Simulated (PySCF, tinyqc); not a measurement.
RHF in the sto-3g basis, for LiH, spin multiplicity 1, step by step (part 1 of 2). The lowest restricted solution is unstable here: a spin-polarised one lies 0.0033 hartree lower (PySCF). Computed by tinyqc, a small Python program that keeps every step (integrals from PySCF). Settings: charge = 0, multiplicity = 1, basis = sto-3g, energy threshold = 1e-08, iteration cap = 50, orthogonalisation = symmetric, start = Wolfsberg-Helmholz matrix, DIIS depth = 8, method = RHF. Command: `OMP_NUM_THREADS=1 python tinyqc.py 31348 31349 out.jsonl` (the two numbers bound the seeds that draw the settings). One thread of a shared host (Intel(R) Xeon(R) Processor @ 2.60GHz), about 0.05 s of CPU time with the checks. Later iterations appear only in the table of the cycle.

## One-electron integrals

Geometry (angstrom):

| atom | x | y | z |
|---|---|---|---|
| Li | 0.000000 | 0.000000 | 0.000000 |
| H | 0.000000 | 0.000000 | 2.165000 |

Basis sto-3g: exponents (1/bohr^2) and contraction coefficients of normalised primitives:

| element | l (shell) | exponent | coefficient |
|---|---|---|---|
| Li | s (1) | 16.119575 | 0.154329 |
| Li | s (1) | 2.936201 | 0.535328 |
| Li | s (1) | 0.794651 | 0.444635 |
| Li | s (2) | 0.636290 | -0.099967 |
| Li | s (2) | 0.147860 | 0.399513 |
| Li | s (2) | 0.048089 | 0.700115 |
| Li | p (3) | 0.636290 | 0.155916 |
| Li | p (3) | 0.147860 | 0.607684 |
| Li | p (3) | 0.048089 | 0.391957 |
| H | s (1) | 3.425251 | 0.154329 |
| H | s (1) | 0.623914 | 0.535328 |
| H | s (1) | 0.168855 | 0.444635 |

Overlap, kinetic and nuclear-attraction integrals over the contracted functions; the nuclear repulsion is the sum of Za Zb / Rab.

nuclear repulsion = 0.73327096 hartree

overlap S:
```
           1Li 1s    1Li 2s   1Li 2px   1Li 2py   1Li 2pz     2H 1s
1Li 1s   1.000000  0.241137  0.000000  0.000000  0.000000  0.018857
1Li 2s   0.241137  1.000000  0.000000  0.000000  0.000000  0.262384
1Li 2px  0.000000  0.000000  1.000000  0.000000  0.000000  0.000000
1Li 2py  0.000000  0.000000  0.000000  1.000000  0.000000  0.000000
1Li 2pz  0.000000  0.000000  0.000000  0.000000  1.000000  0.379617
2H 1s    0.018857  0.262384  0.000000  0.000000  0.379617  1.000000
```

kinetic energy T (hartree):
```
            1Li 1s     1Li 2s   1Li 2px   1Li 2py   1Li 2pz      2H 1s
1Li 1s    3.576786  -0.020237  0.000000  0.000000  0.000000  -0.007329
1Li 2s   -0.020237   0.102163  0.000000  0.000000  0.000000   0.012941
1Li 2px   0.000000   0.000000  0.319682  0.000000  0.000000   0.000000
1Li 2py   0.000000   0.000000  0.000000  0.319682  0.000000   0.000000
1Li 2pz   0.000000   0.000000  0.000000  0.000000  0.319682   0.054369
2H 1s    -0.007329   0.012941  0.000000  0.000000  0.054369   0.760032
```

nuclear attraction V (hartree):
```
            1Li 1s     1Li 2s    1Li 2px    1Li 2py    1Li 2pz      2H 1s
1Li 1s   -8.227305  -1.023283   0.000000   0.000000  -0.008797  -0.076669
1Li 2s   -1.023283  -1.441426   0.000000   0.000000  -0.089741  -0.414561
1Li 2px   0.000000   0.000000  -1.409081   0.000000   0.000000   0.000000
1Li 2py   0.000000   0.000000   0.000000  -1.409081   0.000000   0.000000
1Li 2pz  -0.008797  -0.089741   0.000000   0.000000  -1.477236  -0.606257
2H 1s    -0.076669  -0.414561   0.000000   0.000000  -0.606257  -1.959773
```

core Hamiltonian H = T + V (hartree):
```
            1Li 1s     1Li 2s    1Li 2px    1Li 2py    1Li 2pz      2H 1s
1Li 1s   -4.650519  -1.043520   0.000000   0.000000  -0.008797  -0.083999
1Li 2s   -1.043520  -1.339263   0.000000   0.000000  -0.089741  -0.401620
1Li 2px   0.000000   0.000000  -1.089400   0.000000   0.000000   0.000000
1Li 2py   0.000000   0.000000   0.000000  -1.089400   0.000000   0.000000
1Li 2pz  -0.008797  -0.089741   0.000000   0.000000  -1.157554  -0.551888
2H 1s    -0.083999  -0.401620   0.000000   0.000000  -0.551888  -1.199741
```

## Two-electron integrals

Functions are numbered as in S; the eight-fold symmetry (ij|kl) = (ji|kl) = (kl|ij) leaves the list below.

Two-electron integrals (ij|kl) in chemists' order, unique and non-zero (hartree):
```
(11|11) 1.680395   (21|11) 0.265420   (21|21) 0.049941   (22|11) 0.397727
(22|21) 0.092860   (22|22) 0.290562   (31|31) 0.008981   (32|31) 0.013788
(32|32) 0.064184   (33|11) 0.396640   (33|21) 0.092880   (33|22) 0.290497
(33|33) 0.312946   (41|41) 0.008981   (42|41) 0.013788   (42|42) 0.064184
(43|43) 0.016869   (44|11) 0.396640   (44|21) 0.092880   (44|22) 0.290497
(44|33) 0.279207   (44|44) 0.312946   (51|51) 0.008981   (52|51) 0.013788
(52|52) 0.064184   (53|53) 0.016869   (54|54) 0.016869   (55|11) 0.396640
(55|21) 0.092880   (55|22) 0.290497   (55|33) 0.279207   (55|44) 0.279207
(55|55) 0.312946   (61|11) 0.019720   (61|21) 0.003754   (61|22) 0.007194
(61|33) 0.007106   (61|44) 0.007106   (61|51) 0.000493   (61|52) 0.000961
(61|55) 0.007374   (61|61) 0.000314   (62|11) 0.079767   (62|21) 0.019009
(62|22) 0.067561   (62|33) 0.063622   (62|44) 0.063622   (62|51) 0.002927
(62|52) 0.021307   (62|55) 0.075379   (62|61) 0.001744   (62|62) 0.031289
(63|31) 0.001120   (63|32) 0.006107   (63|53) 0.002841   (63|63) 0.001641
(64|41) 0.001120   (64|42) 0.006107   (64|54) 0.002841   (64|64) 0.001641
(65|11) 0.109494   (65|21) 0.026251   (65|22) 0.095772   (65|33) 0.089190
(65|44) 0.089190   (65|51) 0.004496   (65|52) 0.032914   (65|55) 0.108848
(65|61) 0.002460   (65|62) 0.047519   (65|65) 0.072602   (66|11) 0.244358
(66|21) 0.058894   (66|22) 0.230763   (66|33) 0.211429   (66|44) 0.211429
(66|51) 0.008734   (66|52) 0.083442   (66|55) 0.269317   (66|61) 0.005451
(66|62) 0.140825   (66|65) 0.219577   (66|66) 0.774606
```

## Orthogonalisation

S = U s U^T; symmetric (Loewdin) form X = U s^(-1/2) U^T, so that X^T S X = 1.

eigenvalues of S: 0.520356  0.805426  1.000000  1.000000  1.182657  1.491561

X:
```
            1Li 1s     1Li 2s   1Li 2px   1Li 2py    1Li 2pz      2H 1s
1Li 1s    1.023433  -0.129567  0.000000  0.000000  -0.006163   0.018148
1Li 2s   -0.129567   1.055406  0.000000  0.000000   0.045816  -0.156337
1Li 2px   0.000000   0.000000  1.000000  0.000000   0.000000   0.000000
1Li 2py   0.000000   0.000000  0.000000  1.000000   0.000000   0.000000
1Li 2pz  -0.006163   0.045816  0.000000  0.000000   1.064341  -0.220525
2H 1s     0.018148  -0.156337  0.000000  0.000000  -0.220525   1.095702
```

## Starting guess

The start is the generalised Wolfsberg-Helmholz matrix (K = 1.75) built on H; D = 2 C_occ C_occ^T.

D at the start:
```
            1Li 1s    1Li 2s   1Li 2px   1Li 2py    1Li 2pz      2H 1s
1Li 1s    1.974691  0.028218  0.000000  0.000000  -0.088306  -0.132085
1Li 2s    0.028218  0.176203  0.000000  0.000000   0.276719   0.362617
1Li 2px   0.000000  0.000000  0.000000  0.000000   0.000000   0.000000
1Li 2py   0.000000  0.000000  0.000000  0.000000   0.000000   0.000000
1Li 2pz  -0.088306  0.276719  0.000000  0.000000   0.443504   0.582276
2H 1s    -0.132085  0.362617  0.000000  0.000000   0.582276   0.764602
```

## Iteration 1: building the Fock matrix

J_ij = sum D_kl (ij|kl), K_ij = sum D_kl (ik|jl); F = H + J - 0.5 K; E = tr D H + tr D J / 2 - 0.25 tr D K + E_nn.

Coulomb J (hartree):
```
           1Li 1s    1Li 2s   1Li 2px   1Li 2py   1Li 2pz     2H 1s
1Li 1s   3.946220  0.672892  0.000000  0.000000  0.019951  0.052350
1Li 2s   0.672892  1.305734  0.000000  0.000000  0.150416  0.400442
1Li 2px  0.000000  0.000000  1.273288  0.000000  0.000000  0.000000
1Li 2py  0.000000  0.000000  0.000000  1.273288  0.000000  0.000000
1Li 2pz  0.019951  0.150416  0.000000  0.000000  1.363860  0.586519
2H 1s    0.052350  0.400442  0.000000  0.000000  0.586519  1.639261
```

exchange K (hartree):
```
            1Li 1s    1Li 2s   1Li 2px   1Li 2py    1Li 2pz     2H 1s
1Li 1s    3.344351  0.561300  0.000000  0.000000  -0.002168  0.045358
1Li 2s    0.561300  0.276236  0.000000  0.000000   0.226718  0.335595
1Li 2px   0.000000  0.000000  0.046001  0.000000   0.000000  0.000000
1Li 2py   0.000000  0.000000  0.000000  0.046001   0.000000  0.000000
1Li 2pz  -0.002168  0.226718  0.000000  0.000000   0.373570  0.495020
2H 1s     0.045358  0.335595  0.000000  0.000000   0.495020  1.012960
```

Fock matrix F (hartree):
```
            1Li 1s     1Li 2s   1Li 2px   1Li 2py    1Li 2pz      2H 1s
1Li 1s   -2.376474  -0.651278  0.000000  0.000000   0.012238  -0.054328
1Li 2s   -0.651278  -0.171648  0.000000  0.000000  -0.052684  -0.168975
1Li 2px   0.000000   0.000000  0.160888  0.000000   0.000000   0.000000
1Li 2py   0.000000   0.000000  0.000000  0.160888   0.000000   0.000000
1Li 2pz   0.012238  -0.052684  0.000000  0.000000   0.019521  -0.212878
2H 1s    -0.054328  -0.168975  0.000000  0.000000  -0.212878  -0.066959
```

total energy of this density = -7.79601537 hartree

## Iteration 1: diagonalisation and new density

Diagonalise F' = X^T F X, C = X C', fill 2 alpha and 2 beta electrons from the bottom; D = 2 C_occ C_occ^T. Each column has its largest component positive (the first on a tie).

F' = X^T F X (hartree):
```
           1          2         3         4          5          6
1  -2.320747  -0.372600  0.000000  0.000000   0.008599   0.018314
2  -0.372600  -0.003197  0.000000  0.000000   0.012073  -0.177179
3   0.000000   0.000000  0.160888  0.000000   0.000000   0.000000
4   0.000000   0.000000  0.000000  0.160888   0.000000   0.000000
5   0.008599   0.012073  0.000000  0.000000   0.116674  -0.250860
6   0.018314  -0.177179  0.000000  0.000000  -0.250860   0.074153
```

orbital energies (hartree): MO1 -2.379249, MO2 -0.218887, MO3 0.065860, MO4 0.160888, MO5 0.160888, MO6 0.399159

coefficients C:
```
               MO1        MO2        MO3        MO4       MO5        MO6
1Li 1s    0.990999  -0.119262  -0.232648   0.000000  0.000000   0.118923
1Li 2s    0.035079   0.387796   0.848991   0.000000  0.000000  -0.533674
1Li 2px   0.000000   0.000000   0.000000  -0.702325  0.711857   0.000000
1Li 2py   0.000000   0.000000   0.000000   0.711857  0.702325   0.000000
1Li 2pz  -0.003790   0.421266  -0.559597   0.000000  0.000000  -0.832444
2H 1s    -0.001720   0.605177  -0.090987   0.000000  0.000000   0.948390
```

D after iteration 1:
```
            1Li 1s     1Li 2s   1Li 2px   1Li 2py    1Li 2pz      2H 1s
1Li 1s    1.992603  -0.022973  0.000000  0.000000  -0.107995  -0.147759
1Li 2s   -0.022973   0.303232  0.000000  0.000000   0.326464   0.469249
1Li 2px   0.000000   0.000000  0.000000  0.000000   0.000000   0.000000
1Li 2py   0.000000   0.000000  0.000000  0.000000   0.000000   0.000000
1Li 2pz  -0.107995   0.326464  0.000000  0.000000   0.354958   0.509893
2H 1s    -0.147759   0.469249  0.000000  0.000000   0.509893   0.732484
```

Within a degenerate level the vectors are fixed only up to a rotation; this is one choice.

## Iteration 2: building the Fock matrix

As before.

Coulomb J (hartree):
```
           1Li 1s    1Li 2s   1Li 2px   1Li 2py   1Li 2pz     2H 1s
1Li 1s   3.957241  0.674349  0.000000  0.000000  0.020646  0.052486
1Li 2s   0.674349  1.307445  0.000000  0.000000  0.153328  0.399053
1Li 2px  0.000000  0.000000  1.276705  0.000000  0.000000  0.000000
1Li 2py  0.000000  0.000000  0.000000  1.276705  0.000000  0.000000
1Li 2pz  0.020646  0.153328  0.000000  0.000000  1.362084  0.583913
2H 1s    0.052486  0.399053  0.000000  0.000000  0.583913  1.624230
```

exchange K (hartree):
```
            1Li 1s    1Li 2s   1Li 2px   1Li 2py    1Li 2pz     2H 1s
1Li 1s    3.352925  0.554860  0.000000  0.000000  -0.004609  0.044384
1Li 2s    0.554860  0.308573  0.000000  0.000000   0.244923  0.358267
1Li 2px   0.000000  0.000000  0.052213  0.000000   0.000000  0.000000
1Li 2py   0.000000  0.000000  0.000000  0.052213   0.000000  0.000000
1Li 2pz  -0.004609  0.244923  0.000000  0.000000   0.341551  0.475039
2H 1s     0.044384  0.358267  0.000000  0.000000   0.475039  0.988160
```

Fock matrix F (hartree):
```
            1Li 1s     1Li 2s   1Li 2px   1Li 2py    1Li 2pz      2H 1s
1Li 1s   -2.369740  -0.646601  0.000000  0.000000   0.014154  -0.053704
1Li 2s   -0.646601  -0.186105  0.000000  0.000000  -0.058875  -0.181701
1Li 2px   0.000000   0.000000  0.161199  0.000000   0.000000   0.000000
1Li 2py   0.000000   0.000000  0.000000  0.161199   0.000000   0.000000
1Li 2pz   0.014154  -0.058875  0.000000  0.000000   0.033754  -0.205495
2H 1s    -0.053704  -0.181701  0.000000  0.000000  -0.205495  -0.069591
```

total energy of this density = -7.80645616 hartree

## Iteration 2: DIIS over 2 matrices

error matrix X^T (FDS - SDF) X:
```
           1          2         3         4          5          6
1   0.000000  -0.003622  0.000000  0.000000   0.001987   0.007229
2   0.003622   0.000000  0.000000  0.000000  -0.025626  -0.021376
3   0.000000   0.000000  0.000000  0.000000   0.000000   0.000000
4   0.000000   0.000000  0.000000  0.000000   0.000000   0.000000
5  -0.001987   0.025626  0.000000  0.000000   0.000000   0.015152
6  -0.007229   0.021376  0.000000  0.000000  -0.015152   0.000000
```

B (overlaps of the stored error matrices):
```
               1              2
1  1.0589432e-02  4.8022997e-03
2  4.8022997e-03  2.8250472e-03
```

Minimise |sum c_i e_i|^2 with sum c_i = 1: solve [B -1; -1 0][c; lambda] = [0; -1] with B_ij = tr e_i^T e_j, and take F = sum c_i F_i.

DIIS coefficients: -0.518980  1.518980

extrapolated F (hartree):
```
            1Li 1s     1Li 2s   1Li 2px   1Li 2py    1Li 2pz      2H 1s
1Li 1s   -2.366246  -0.644173  0.000000  0.000000   0.015148  -0.053380
1Li 2s   -0.644173  -0.193608  0.000000  0.000000  -0.062088  -0.188305
1Li 2px   0.000000   0.000000  0.161361  0.000000   0.000000   0.000000
1Li 2py   0.000000   0.000000  0.000000  0.161361   0.000000   0.000000
1Li 2pz   0.015148  -0.062088  0.000000  0.000000   0.041140  -0.201663
2H 1s    -0.053380  -0.188305  0.000000  0.000000  -0.201663  -0.070957
```

## Iteration 2: diagonalisation and new density

As before.

F' = X^T F X (hartree):
```
           1          2         3         4          5          6
1  -2.312215  -0.363794  0.000000  0.000000   0.012797   0.019662
2  -0.363794  -0.024169  0.000000  0.000000   0.003547  -0.192504
3   0.000000   0.000000  0.161361  0.000000   0.000000   0.000000
4   0.000000   0.000000  0.000000  0.161361   0.000000   0.000000
5   0.012797   0.003547  0.000000  0.000000   0.135094  -0.241101
6   0.019662  -0.192504  0.000000  0.000000  -0.241101   0.070399
```

orbital energies (hartree): MO1 -2.368767, MO2 -0.229848, MO3 0.070991, MO4 0.161361, MO5 0.161361, MO6 0.396733

coefficients C:
```
               MO1        MO2        MO3        MO4       MO5        MO6
1Li 1s    0.991456  -0.139305  -0.221328   0.000000  0.000000   0.114860
1Li 2s    0.033313   0.465326   0.815503   0.000000  0.000000  -0.523953
1Li 2px   0.000000   0.000000   0.000000   0.788581  0.614931   0.000000
1Li 2py   0.000000   0.000000   0.000000  -0.614931  0.788581   0.000000
1Li 2pz  -0.005091   0.365663  -0.586079   0.000000  0.000000  -0.840456
2H 1s    -0.000976   0.595141  -0.159619   0.000000  0.000000   0.945670
```

D after iteration 2:
```
            1Li 1s     1Li 2s   1Li 2px   1Li 2py    1Li 2pz      2H 1s
1Li 1s    2.004781  -0.063588  0.000000  0.000000  -0.111973  -0.167748
1Li 2s   -0.063588   0.435277  0.000000  0.000000   0.339966   0.553805
1Li 2px   0.000000   0.000000  0.000000  0.000000   0.000000   0.000000
1Li 2py   0.000000   0.000000  0.000000  0.000000   0.000000   0.000000
1Li 2pz  -0.111973   0.339966  0.000000  0.000000   0.267470   0.435252
2H 1s    -0.167748   0.553805  0.000000  0.000000   0.435252   0.708389
```

Within a degenerate level the vectors are fixed only up to a rotation; this is one choice.

## Iteration 3: building the Fock matrix

As before.

Coulomb J (hartree):
```
           1Li 1s    1Li 2s   1Li 2px   1Li 2py   1Li 2pz     2H 1s
1Li 1s   3.964429  0.675387  0.000000  0.000000  0.020541  0.052532
1Li 2s   0.675387  1.308978  0.000000  0.000000  0.151592  0.396093
1Li 2px  0.000000  0.000000  1.279988  0.000000  0.000000  0.000000
1Li 2py  0.000000  0.000000  0.000000  1.279988  0.000000  0.000000
1Li 2pz  0.020541  0.151592  0.000000  0.000000  1.360063  0.578899
2H 1s    0.052532  0.396093  0.000000  0.000000  0.578899  1.603668
```

exchange K (hartree):
```
            1Li 1s    1Li 2s   1Li 2px   1Li 2py    1Li 2pz     2H 1s
1Li 1s    3.357403  0.551179  0.000000  0.000000  -0.005625  0.042575
1Li 2s    0.551179  0.341121  0.000000  0.000000   0.249376  0.372541
1Li 2px   0.000000  0.000000  0.058726  0.000000   0.000000  0.000000
1Li 2py   0.000000  0.000000  0.000000  0.058726   0.000000  0.000000
1Li 2pz  -0.005625  0.249376  0.000000  0.000000   0.309025  0.449631
2H 1s     0.042575  0.372541  0.000000  0.000000   0.449631  0.959220
```

Fock matrix F (hartree):
```
            1Li 1s     1Li 2s   1Li 2px   1Li 2py    1Li 2pz      2H 1s
1Li 1s   -2.364791  -0.643723  0.000000  0.000000   0.014557  -0.052754
1Li 2s   -0.643723  -0.200846  0.000000  0.000000  -0.062837  -0.191797
1Li 2px   0.000000   0.000000  0.161226  0.000000   0.000000   0.000000
1Li 2py   0.000000   0.000000  0.000000  0.161226   0.000000   0.000000
1Li 2pz   0.014557  -0.062837  0.000000  0.000000   0.047996  -0.197804
2H 1s    -0.052754  -0.191797  0.000000  0.000000  -0.197804  -0.075682
```

total energy of this density = -7.81135938 hartree

## Iteration 3: DIIS over 3 matrices

error matrix X^T (FDS - SDF) X:
```
           1         2         3         4          5          6
1   0.000000  0.000578  0.000000  0.000000   0.003191  -0.000699
2  -0.000578  0.000000  0.000000  0.000000  -0.010261  -0.004326
3   0.000000  0.000000  0.000000  0.000000   0.000000   0.000000
4   0.000000  0.000000  0.000000  0.000000   0.000000   0.000000
5  -0.003191  0.010261  0.000000  0.000000   0.000000   0.010765
6   0.000699  0.004326  0.000000  0.000000  -0.010765   0.000000
```

B (overlaps of the stored error matrices):
```
               1              2              3
1  1.0589432e-02  4.8022997e-03  1.3573600e-03
2  4.8022997e-03  2.8250472e-03  1.0354378e-03
3  1.3573600e-03  1.0354378e-03  5.0178037e-04
```

As before.

DIIS coefficients: 0.234270  -0.967938  1.733668

extrapolated F (hartree):
```
            1Li 1s     1Li 2s   1Li 2px   1Li 2py    1Li 2pz      2H 1s
1Li 1s   -2.362738  -0.642707  0.000000  0.000000   0.014403  -0.052203
1Li 2s   -0.642707  -0.208274  0.000000  0.000000  -0.064294  -0.196223
1Li 2px   0.000000   0.000000  0.161173  0.000000   0.000000   0.000000
1Li 2py   0.000000   0.000000  0.000000  0.161173   0.000000   0.000000
1Li 2pz   0.014403  -0.064294  0.000000  0.000000   0.055111  -0.193892
2H 1s    -0.052203  -0.196223  0.000000  0.000000  -0.193892  -0.079535
```

## Iteration 3: diagonalisation and new density

As before.

F' = X^T F X (hartree):
```
           1          2         3         4          5          6
1  -2.309093  -0.361122  0.000000  0.000000   0.012029   0.021527
2  -0.361122  -0.038683  0.000000  0.000000   0.001391  -0.197062
3   0.000000   0.000000  0.161173  0.000000   0.000000   0.000000
4   0.000000   0.000000  0.000000  0.161173   0.000000   0.000000
5   0.012029   0.001391  0.000000  0.000000   0.146782  -0.233070
6   0.021527  -0.197062  0.000000  0.000000  -0.233070   0.059273
```

orbital energies (hartree): MO1 -2.365232, MO2 -0.236941, MO3 0.071570, MO4 0.161173, MO5 0.161173, MO6 0.388882

coefficients C:
```
               MO1        MO2        MO3        MO4       MO5        MO6
1Li 1s    0.991442  -0.148314  -0.216328   0.000000  0.000000   0.113212
1Li 2s    0.033420   0.497899   0.801608   0.000000  0.000000  -0.515377
1Li 2px   0.000000   0.000000   0.000000   0.971200  0.238266   0.000000
1Li 2py   0.000000   0.000000   0.000000  -0.238266  0.971200   0.000000
1Li 2pz  -0.004576   0.329207  -0.588167   0.000000  0.000000  -0.853962
2H 1s    -0.001499   0.596449  -0.203443   0.000000  0.000000   0.936387
```

D after iteration 3:
```
            1Li 1s     1Li 2s   1Li 2px   1Li 2py    1Li 2pz      2H 1s
1Li 1s    2.009909  -0.081423  0.000000  0.000000  -0.106726  -0.179895
1Li 2s   -0.081423   0.498041  0.000000  0.000000   0.327518   0.593843
1Li 2px   0.000000   0.000000  0.000000  0.000000   0.000000   0.000000
1Li 2py   0.000000   0.000000  0.000000  0.000000   0.000000   0.000000
1Li 2pz  -0.106726   0.327518  0.000000  0.000000   0.216797   0.392724
2H 1s    -0.179895   0.593843  0.000000  0.000000   0.392724   0.711507
```

Within a degenerate level the vectors are fixed only up to a rotation; this is one choice.
